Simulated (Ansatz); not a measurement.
# Worked example: correlation energy of SiH2, triplet

Geometry: a PBE0/def2-TZVP stationary point for this spin, not checked as a minimum. The singlet lies 0.3 eV lower here.

```tsv
atom	x (Å)	y (Å)	z (Å)
Si	0.0000	-0.0507	0.0000
H	0.0000	0.7069	-1.2784
H	0.0000	0.7069	1.2784
```

Basis cc-pVDZ; Ansatz 0.2.0. Only valence electrons are correlated (noble-gas cores frozen), which leaves 6 electrons in 23 orbitals. R marks a restricted (for open shells ROHF) determinant, U an unrestricted one.

Full CI is exact within this basis and frozen core; it isn't the basis-set limit. The frozen core follows each run's orbitals, which can shift R against U totals by a few meV.

Runs differ by some tens of microhartree through their thresholds and, for an open shell, their frozen cores, so steps under 0.1 kcal/mol mean nothing.

```json
{"level": "UHF", "total energy (hartree)": "-290.011521"}
{"level": "UMP2", "total energy (hartree)": "-290.083956"}
{"level": "UCCSD", "total energy (hartree)": "-290.105926"}
{"level": "UCCSD(T)", "total energy (hartree)": "-290.107775"}
{"level": "UCCSDT", "total energy (hartree)": "-290.108371"}
{"level": "UCCSDT(Q)", "total energy (hartree)": "-290.108407"}
{"level": "full CI", "total energy (hartree)": "-290.108403"}
```

Problem. What is the correlation energy at full CI, and what share of it do UMP2 and UCCSD(T) recover?

Solution. E(corr) = -290.108403 − (-290.011521) = -0.096882 hartree = -2.636 eV. UMP2: -0.072435 / -0.096882 = 74.77 %. UCCSD(T): -0.096254 / -0.096882 = 99.35 %.

Problem. By how many kcal/mol does UCCSD(T) miss full CI (1 hartree = 627.509 kcal/mol), and which steps make up the rest?

Solution. -290.107775 − (-290.108403) = 0.000628 hartree = 0.39 kcal/mol. Steps: UCCSDT − UCCSD(T) = -0.37, UCCSDT(Q) − UCCSDT = -0.02, full CI − UCCSDT(Q) = 0.00 kcal/mol. That is within 1 kcal/mol of the reference in this basis, which itself misses far more of the correlation at the basis-set limit.
